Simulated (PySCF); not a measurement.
**One molecule, many functionals**

Compound: ethylamine, C2H7N.
SMILES: `CCN`

Linear-response calculations in the def2-SVPD basis (PySCF; singlets by full response, triplets Tamm–Dancoff, core orbitals frozen in the response; HF means time-dependent Hartree–Fock). 'Strongest' is the level of largest summed f among the singlets computed (10 roots, of which the last may lack a degenerate partner); it can jump between rows when another state enters that window. S1 is the lowest singlet of each run and needn't be the same state throughout; f(S1) is that of one state. Isolated species at its PBE0-D3(BJ)/def2-SVP geometry (one conformer only).

```tsv
functional	kind	S1 (eV)	f(S1)	strongest (eV)	T1 (eV)	HOMO (eV)	gap (eV)	ionisation energy, ΔSCF (eV)
LDA	LDA	5.55	0.011	7.25	5.37	-5.48	5.49	9.42
PBE	GGA	5.53	0.011	7.23	5.32	-5.40	5.47	9.29
B3LYP	global hybrid, 20% exact exchange	6.03	0.011	7.82	5.78	-6.67	7.14	9.49
PBE0	global hybrid, 25% exact exchange	6.28	0.011	8.11	5.99	-6.88	7.69	9.40
BHandHLYP	global hybrid, 50% exact exchange	6.71	0.011	8.74	6.37	-8.33	9.62	9.38
CAM-B3LYP	range-separated hybrid	6.34	0.011	8.37	6.04	-8.36	9.80	9.55
wB97X-D	range-separated hybrid	6.61	0.012	8.64	6.41	-8.83	11.33	9.50
LC-wPBE	range-separated hybrid	6.91	0.012	9.10	6.55	-9.72	12.32	9.59
HF	Hartree–Fock	7.63	0.012	11.29	7.12	-10.61	13.49	not settled
```

S1 runs from 5.53 eV (PBE) to 7.63 eV (HF), a spread of 2.10 eV, while the orbital gap spreads over 8.0 eV. Along PBE (0%), B3LYP (20%), PBE0 (25%), BHandHLYP (50%), HF (100%) S1 rises with the share of exact exchange. −ε(HOMO) comes closest to its own ΔSCF ionisation energy with LC-wPBE (+0.13 eV) and misses most with LDA (-3.93 eV). 'Not settled' means that the ion's SCF failed to converge or may have ended in another state than the lowest.
